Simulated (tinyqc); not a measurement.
Inside a calculation. Method: coupled-perturbed Hartree-Fock on RHF in the sto-6g basis, for OH-, spin multiplicity 1. The basis has no diffuse functions, so it cannot describe the extra electron: this is an exercise in the method, not the real anion. One step of it, computed by the program tinyqc.

Problem. Coupled step 1. U_ai = -(mu_ai + sum_bj [4 (ai|bj) - (ab|ij) - (aj|bi)] U_bj) / (e_a - e_i); alpha = -4 sum U_ai mu_ai.

uncoupled U, order a6:
```
[[0.000000, 0.000000, 0.000000, -0.000157, 0.059767]]
```

dipole integrals <a|y|i> (bohr), order a6:
```
[[0.000000, 0.000000, 0.000000, 0.000160, -0.060923]]
```

orbital energies (hartree): [-19.632277, -0.607732, 0.067261, 0.247712, 0.247712, 1.267050]

Two-electron integrals over orbitals (pq|rs), unique and non-zero (hartree):
```
(11|11) 4.761280    (21|11) -0.430057   (21|21) 0.062408    (22|11) 1.013331
(22|21) -0.015034   (22|22) 0.728481    (31|11) 0.215953    (31|21) -0.029928
(31|22) 0.014250    (31|31) 0.025460    (32|11) -0.193485   (32|21) 0.009963
(32|22) -0.013157   (32|31) 0.010751    (32|32) 0.150515    (33|11) 0.866425
(33|21) -0.009849   (33|22) 0.652087    (33|31) -0.003514   (33|32) -0.039365
(33|33) 0.681672    (41|41) 0.026735    (42|41) 0.032409    (42|42) 0.144411
(43|41) -0.014975   (43|42) -0.054635   (43|43) 0.050335    (44|11) 1.117070
(44|21) -0.011601   (44|22) 0.746384    (44|31) 0.005535    (44|32) -0.098909
(44|33) 0.658624    (44|44) 0.880663    (51|51) 0.026735    (52|51) 0.032409
(52|52) 0.144411    (53|51) -0.014975   (53|52) -0.054635   (53|53) 0.050335
(54|54) 0.047461    (55|11) 1.117070    (55|21) -0.011601   (55|22) 0.746384
(55|31) 0.005535    (55|32) -0.098909   (55|33) 0.658624    (55|44) 0.785741
(55|55) 0.880663    (61|11) 0.182433    (61|21) -0.029026   (61|22) -0.002067
(61|31) -0.000951   (61|32) -0.023814   (61|33) 0.014975    (61|44) 0.004421
(61|55) 0.004421    (61|61) 0.033501    (62|11) -0.248134   (62|21) 0.005348
(62|22) -0.116066   (62|31) -0.017975   (62|32) -0.012351   (62|33) -0.017516
(62|44) -0.126540   (62|55) -0.126540   (62|61) 0.017185    (62|62) 0.110237
(63|11) -0.257953   (63|21) 0.003733    (63|22) -0.084981   (63|31) 0.004767
(63|32) 0.117331    (63|33) -0.072335   (63|44) -0.142324   (63|55) -0.142324
(63|61) -0.010206   (63|62) 0.046111    (63|63) 0.152408    (64|41) -0.011426
(64|42) -0.044616   (64|43) -0.005490   (64|64) 0.038919    (65|51) -0.011426
(65|52) -0.044616   (65|53) -0.005490   (65|65) 0.038919    (66|11) 0.952037
(66|21) -0.010402   (66|22) 0.689596    (66|31) 0.016977    (66|32) 0.040103
(66|33) 0.650147    (66|44) 0.666085    (66|55) 0.666085    (66|61) -0.010974
(66|62) -0.089395   (66|63) -0.030278   (66|66) 0.728973
```

Give: U after step 1; polarisability.

Solution.

U after step 1, order a6:
```
[[0.0000, 0.0000, 0.0000, -0.0002, 0.0920]]
```

polarisability = 0.0224 bohr^3
